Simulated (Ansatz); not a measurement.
```yaml
crystal:
  periodic: [false, false, false]
  atoms:
    - {symbol: Ta, position_ang: [0.000000, 0.000000, 0.000000]}
    - {symbol: B, position_ang: [0.000000, 0.000000, 2.290000]}
basis:
  gaussian: {orbitals: def2-TZVP}
hamiltonian: {xc: pbe0}
relax: {f_tol: 0.004, max_steps: 80}
```

```sh
$ ansatz run in.yaml --threads 1 --pin off --events-out ev --progress --plain --max-ram 2176MiB
```

Steps of the relaxation (energy above the last step; positions in Å, forces in eV/Å):

```
2
step 1, 767.9 meV
Ta    0.000    0.000    0.000    0.000    0.000    3.422
B     0.000    0.000    2.290    0.000    0.000   -3.422
```

```
2
step 2, 7.2 meV
Ta    0.000    0.000    0.192    0.000    0.000   -0.502
B     0.000    0.000    2.098    0.000    0.000    0.502
```

```
2
step 3, 0.0 meV
Ta    0.000    0.000    0.177    0.000    0.000    0.002
B     0.000    0.000    2.113    0.000    0.000   -0.002
```

Close pairs at the end: Ta1–B2 1.935 Å.

A stationary point of restricted PBE0 after 3 steps (its stability towards spin polarisation wasn't tested). 6.5 s on 1 thread of Intel Xeon 6975P-C, shared host.
